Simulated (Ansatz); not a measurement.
A made-up structure of C₂H₃, doublet:

C1  (0.492, -0.422, 0.569)
C2  (-0.136, 0.393, -0.229)
H3  (0.477, -1.470, 0.827)
H4  (-0.936, 0.048, -0.888)
H5  (1.327, -0.999, 0.872)
(Å)

It is relaxed with PBE-D4/def2-SVP and then PBE0-D4/def2-TZVP (Ansatz 0.2.0). Atoms count as bonded within 1.22 times the sum of their covalent radii (H–H: 0.88 Å). The end point is not checked to be a true minimum.

Problem. Does its bonding change? (Judge from chemistry; the calculation decides.)

Solution. By the calculation: No: no bond forms or breaks.

Where it ends: The first stage lowers the energy by 3.09 eV in 8 steps. It ends as C₂H₃ ([CH][CH2]):
```xyz
5
angstrom
C 0.5666 -0.6980 0.5099
C -0.0412 0.1665 -0.2498
H 0.1242 -1.6695 0.7424
H -0.9668 0.2470 -0.8004
H 1.5409 -0.4970 0.9491
```

Labels in which every atom is bracketed show which atoms are joined, not bond orders.

For scale, one of the runs: PBE0-D4/def2-TZVP relaxation, 80 basis functions, launched by `ansatz run in.yaml --threads 2 --pin off --events-out ev --progress --plain --max-ram 4352MiB`. The run took about 6 s on 2 CPU threads of an Arm Neoverse V1 (shared host).
